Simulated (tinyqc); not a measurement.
Worked calculation: UHF in the sto-3g basis, for BH, spin multiplicity 3. One step of it, computed by the program tinyqc.

Question. Orthogonalisation. S = U s U^T; symmetric (Loewdin) form X = U s^(-1/2) U^T, so that X^T S X = 1.

overlap S:
```
           1B 1s     1B 2s    1B 2px    1B 2py    1B 2pz     2H 1s
1B 1s   1.000000  0.269328  0.000000  0.000000  0.000000  0.013046
1B 2s   0.269328  1.000000  0.000000  0.000000  0.000000  0.183985
1B 2px  0.000000  0.000000  1.000000  0.000000  0.000000  0.000000
1B 2py  0.000000  0.000000  0.000000  1.000000  0.000000  0.000000
1B 2pz  0.000000  0.000000  0.000000  0.000000  1.000000  0.231860
2H 1s   0.013046  0.183985  0.000000  0.000000  0.231860  1.000000
```

Give: eigenvalues of S; X.

Answer.

eigenvalues of S: 0.6456  0.8204  1.0000  1.0000  1.1667  1.3673

X:
```
          1B 1s    1B 2s  1B 2px  1B 2py   1B 2pz    2H 1s
1B 1s    1.0291  -0.1435  0.0000  0.0000  -0.0028   0.0138
1B 2s   -0.1435   1.0434  0.0000  0.0000   0.0178  -0.1007
1B 2px   0.0000   0.0000  1.0000  0.0000   0.0000   0.0000
1B 2py   0.0000   0.0000  0.0000  1.0000   0.0000   0.0000
1B 2pz  -0.0028   0.0178  0.0000  0.0000   1.0216  -0.1228
2H 1s    0.0138  -0.1007  0.0000  0.0000  -0.1228   1.0355
```
